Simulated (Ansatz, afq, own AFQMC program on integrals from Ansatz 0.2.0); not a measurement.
Integrals from Ansatz 0.2.0, then the random walk in our own AFQMC program (afq).

```yaml
crystal:
  periodic: [false, false, false]
  atoms:
    - {symbol: Si, position_ang: [0.000000, 0.000000, 0.000000]}
    - {symbol: N, position_ang: [0.000000, 0.000000, 1.889128]}
basis:
  gaussian: {orbitals: 6-31G}
magnetization: {spin_polarized: false, initial_magnetization: 3}
correlation: {method: ccsd_t, electrons: outside_noble_gas, hamiltonian_folder: ham}
```

```sh
$ ansatz run in.yaml --threads 1 --pin off --events-out ev --progress --plain --max-ram 24576MiB --backend cuda --devices 0, --max-vram 18GiB
```

Options of the walk:

```
--method phaseless --trial cisd --walkers 4000 --populations 20 --least-time 60 --time-step 0.005 --steps-per-block 50 --equilibration-blocks 28 --max-blocks 4000 --target-error 0.00018 --factor-cut 1e-05 --start spin_pure --seed 5512 --release-times 0.24,0.51,0.99,1.62,2.4 --release-step 0.03 --release-every 3 --taylor-order 6
```

Times are imaginary, in 1/Eh. The walk had a cap of 122 s. With eight or more populations the least sampling time is a fifth of least-time, and the error comes from their spread.

Log:

```
orbitals 16  electrons 6 3  factors 87 of 272
reference energy -343.15480139 Eh
CCSD correlation -0.12946951 Eh in 20 cycles, weight of the determinant in the CISD state 0.7611
energy of the start -343.284270 Eh
 block  time / (1/Eh)  mean weight  energy / Eh
     1     0.250  0.9999  -343.283570
     2     0.500  1.0000  -343.284240
     3     0.750  1.0001  -343.285338
     4     1.000  0.9999  -343.286231
     5     1.250  1.0000  -343.287205
    10     2.500  0.9999  -343.289246
    37     9.250  0.9999  -343.293519
    67    16.750  1.0000  -343.292220
    97    24.250  0.9995  -343.293092
   127    31.750  0.9999  -343.292778
   145    36.250  1.0002  -343.296165
   157    39.250  1.0001  -343.294393
   175    43.750  1.0000  -343.288940
   187    46.750  0.9999  -343.293160
   217    54.250  0.9999  -343.294842
   247    61.750  1.0000  -343.293876
   253    63.250  1.0002  -343.292883
error from the spread of 20 populations
released: time / (1/Eh)  energy / Eh  error  mean overlap
  0.24  -343.313898  0.020501  0.9995
  0.51  -343.294320  0.000147  0.9992
  0.99  -343.296913  0.002466  0.9995
  1.62  -343.295372  0.000138  1.0014
  2.40  -343.296000  0.000165  1.0010
energy -343.293483 +/- 0.000176 Eh
(rows thinned)
```

The run passed its tests (sampling time, drift between the halves within three errors, error under three times the target), which doesn't prove that it has relaxed. The second half of the sampling lies below the first by 2.0 errors of their difference, so the energy may still be moving and its error bar be too small.

Against this walk (error 4.8 meV) on the same determinant: CCSD(T) 5.2 meV higher (within the noise), CCSDT(Q) 357.6 meV lower, CCSDTQ 320.7 meV lower, full CI 323.1 meV lower. The error is statistical and leaves out the bias of the constraint. The released energies have errors that jump between times, so the bars are unsure (meV from the phaseless value at times in 1/Eh: -556 ± 558 at 0.24, -23 ± 4 at 0.51, -93 ± 67 at 0.99, -51 ± 4 at 1.62, -68 ± 4 at 2.40), so they give no level; they do show a bias of the constraint, and the last of them that isn't too noisy lies 255 meV above full CI. Full CI is exact here, so the walk's 323 meV above it is the walk's own error: the bias of the constraint with this trial, or a walk that hasn't relaxed. The determinant is a poor start (see the cautions), so the low cluster orders aren't to be relied on, and full CI is the sure value.

Cautions: constraint bias not in the error; lower spins were not checked; a spin-contaminated unrestricted determinant lies lower (UHF 305 meV lower, ⟨S²⟩ 4.26); the search met a lower determinant of the same kind, perhaps of another symmetry (828 meV lower), and this one is a saddle point; strong correlation (T1 0.076, weight of the determinant 0.76, largest double 0.22); (T) is large, 7 % of the CCSD correlation; CCSD(T) is in doubt: in a space of 9 electrons in 9 natural orbitals full CI lies 230 meV below it; the CCSDT(Q) amplitudes may be one of several solutions (largest double 0.79); the CCSDTQ amplitudes may be one of several solutions (largest double 0.85); the determinant fills πx and πy unequally, so it mixes two states of the linear molecule, and each level undoes that mixture to a different degree, while full CI gives the lower state.

The walk took 90 s on 1 × NVIDIA H100 80GB HBM3 with 2 threads of AMD EPYC 7R13 Processor (Zen 3), with other jobs on the host (the card was shared). The log's last line is the phaseless energy.

CCSDT and higher add their correlation energy to the determinant of the CCSD(T) run, since their own runs factorise the integrals more tightly (a shift of under 2 meV).
